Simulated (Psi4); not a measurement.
**MP2/def2-TZVPD (density fitting with cc-pvtz-jkfit, density fitting for correlation, sweep point 4) run of BHF2 (SMILES FBF)**

What is the vertical singlet–triplet gap of BHF2 at MP2/def2-TZVPD (density fitting with cc-pvtz-jkfit, density fitting for correlation, sweep point 4)? Input form: a Python script.

The results are computed with Psi4 1.11.

2 further runs of the same task are left out: 2 set aside as unsound or not needed.

**1. The structure to begin with**

BHF2 has 4 atoms, charge 0, and is taken as a singlet. SMILES: `FBF`. The coordinates come from a PBE0-D4/def2-TZVP relaxation.

Bond lengths: F1–B2 1.313 Å, B2–F3 1.313 Å, B2–H4 1.191 Å. Angles: F1–B2–F3 118.1°, F1–B2–H4 121.0°, F3–B2–H4 121.0°.

**2. A single-point energy at MP2/def2-TZVPD (density fitting with cc-pvtz-jkfit, density fitting for correlation, sweep point 4)**

Contents of job.py:

```python
import psi4

psi4.set_memory('1600 MB')
psi4.set_num_threads(1)
psi4.core.set_output_file('run.log', False)

molecule = psi4.geometry("""
0 1
F      1.154300     0.456900    -0.361900
B     -0.001900    -0.031000     0.025200
F     -1.095400     0.528700    -0.438900
H     -0.057000    -0.954600     0.775600
units angstrom
symmetry c1
""")

psi4.set_options({
    'basis': 'def2-TZVPD',
    'puream': True,
    'scf_type': 'df',
    'num_frozen_docc': 3,
    'df_basis_scf': 'cc-pvtz-jkfit',
})

e = psi4.energy("mp2")
print('E =', round(e, 9))
```

Command:

```bash
$ python job.py
```

run.log:

```text
[...]
  Running in c1 symmetry.
[...]
  Nuclear repulsion =   61.888554759542060
[...]
  Multiplicity = 1
[...]
  Nalpha       = 12
  Nbeta        = 12
[...]
    Number of basis functions: 126
[...]
   @DF-RHF iter   1:  -224.31974642000728   -9.00508e-01   3.07494e-03 DIIS/ADIIS
[...]
   @DF-RHF iter  10:  -224.36622024631225   -2.58638e-12   4.62146e-09 DIIS
[...]
    Orbital Energies [Eh]
    ---------------------
    Doubly Occupied:
       1A    -26.321283     2A    -26.321242     3A     -7.720246
       4A     -1.653931     5A     -1.622245     6A     -0.831385
       7A     -0.769470     8A     -0.750097     9A     -0.720459
      10A     -0.666821    11A     -0.660324    12A     -0.560093
[...]
  @DF-RHF Final Energy:  -224.36622024631225
   => Energetics <=
    Nuclear Repulsion Energy =             61.8885547595420604
    One-Electron Energy =                -435.3143574212555791
    Two-Electron Energy =                 149.0595824154012803
    Total Energy =                       -224.3662202463122526
[...]
 Multipole Moments:
 ------------------------------------------------------------------------------------
     Multipole            Electronic (a.u.)      Nuclear  (a.u.)        Total (a.u.)
 ------------------------------------------------------------------------------------
 L = 1.  Multiply by 2.5417464519 to convert [e a0] to [Debye]
 Dipole X            :          0.0467015           -0.0675938           -0.0208923
 Dipole Y            :          0.7865242           -1.1322755           -0.3457513
 Dipole Z            :         -0.6390082            0.9199550            0.2809467
 Magnitude           :                                                    0.4459950
[...]
```

On the terminal:

```text
E = -224.96257519
```

Wall time 1.4 s (1 thread of AMD EPYC 9R45 (Zen 5), shared host); peak memory 0.23 GiB.

**3. The triplet**

Contents of bf2h.py:

```python
import psi4

psi4.set_memory(1600000000)
psi4.set_num_threads(1)
psi4.set_output_file('bf2h.out', False)

m = psi4.geometry("""
0 3
F      1.154300     0.456900    -0.361900
B     -0.001900    -0.031000     0.025200
F     -1.095400     0.528700    -0.438900
H     -0.057000    -0.954600     0.775600
symmetry c1
""")

options = {'basis': 'def2-TZVPD', 'reference': 'uhf', 'puream': True, 'scf_type': 'df', 'num_frozen_docc': 3, 'df_basis_scf': 'cc-pvtz-jkfit', 'maxiter': 150}
psi4.set_options(options)

e, wfn = psi4.energy('mp2', molecule=m, return_wfn=True)
print(f'total energy {e:.8f} hartree = {e * 27.211386:.5f} eV')
```

Command:

```bash
$ python bf2h.py
```

bf2h.out:

```text
[...]
  Running in c1 symmetry.
[...]
  Nuclear repulsion =   61.888554759542060
[...]
  Multiplicity = 3
[...]
  Nalpha       = 13
  Nbeta        = 11
[...]
    Number of basis functions: 126
[...]
   @DF-UHF iter   1:  -224.00408216662677   -5.84844e-01   3.04902e-03 DIIS/ADIIS
[...]
   @DF-UHF iter  14:  -224.07254822210712   -5.68434e-12   4.74666e-09 DIIS
[...]
   @S^2 Observed:                2.005048135E+00
[...]
    Orbital Energies [Eh]
    ---------------------
    Alpha Occupied:
       1A    -26.315820     2A    -26.315796     3A     -7.720828
       4A     -1.651141     5A     -1.620695     6A     -0.905950
       7A     -0.797070     8A     -0.765211     9A     -0.743548
      10A     -0.688905    11A     -0.672111    12A     -0.656402
      13A     -0.254488
    Alpha Virtual:
      14A      0.039531    15A      0.089573    16A      0.099035
      17A      0.139088    18A      0.146105    19A      0.152431
      20A      0.159821    21A      0.184828    22A      0.189346
      23A      0.194142    24A      0.225124    25A      0.240089
[...]
  @DF-UHF Final Energy:  -224.07254822210712
   => Energetics <=
    Nuclear Repulsion Energy =             61.8885547595420604
    One-Electron Energy =                -435.0765207355567554
    Two-Electron Energy =                 149.1154177539075931
    Total Energy =                       -224.0725482221071161
  UHF NO Occupations:
  HONO-2 :   11  A 1.9991289
  HONO-1 :   12  A 1.0000000
[...]
 Multipole Moments:
 ------------------------------------------------------------------------------------
     Multipole            Electronic (a.u.)      Nuclear  (a.u.)        Total (a.u.)
 ------------------------------------------------------------------------------------
 L = 1.  Multiply by 2.5417464519 to convert [e a0] to [Debye]
 Dipole X            :          0.0182578           -0.0675938           -0.0493359
 Dipole Y            :          0.3090386           -1.1322755           -0.8232369
 Dipole Z            :         -0.2511473            0.9199550            0.6688077
 Magnitude           :                                                    1.0618177
[...]
```

On the terminal:

```text
total energy -224.65823101 hartree = -6113.26184 eV
```

Wall time 1.7 s (1 thread of AMD EPYC 9R45 (Zen 5), shared host); peak memory 0.23 GiB.

**4. Summary of results**

At MP2/def2-TZVPD (density fitting with cc-pvtz-jkfit, density fitting for correlation, sweep point 4), 3 core orbitals frozen:

| quantity | value |
| --- | --- |
| singlet: total energy | -224.96258 Eh |
| singlet: HOMO energy (Hartree–Fock orbitals) | -15.24 eV |
| singlet: LUMO energy (Hartree–Fock orbitals) | 1.31 eV |
| singlet: HOMO–LUMO gap (Hartree–Fock orbitals) | 16.55 eV |
| singlet: correlation energy (3 core orbitals frozen) | -596.4 mEh |
| triplet: total energy | -224.65823 Eh |
| triplet: HOMO energy (Hartree–Fock orbitals) (highest over α and β) | -6.92 eV |
| triplet: LUMO energy (Hartree–Fock orbitals) (lowest over α and β) | -3.80 eV |
| triplet: correlation energy (3 core orbitals frozen) | -585.7 mEh |
| triplet: ⟨S²⟩ of the reference determinant | 2.005 |
| vertical energy of the triplet above the singlet | 8.282 eV |

**Reading.** At this shape the triplet lies 8.28 eV (799 kJ/mol) above the singlet.
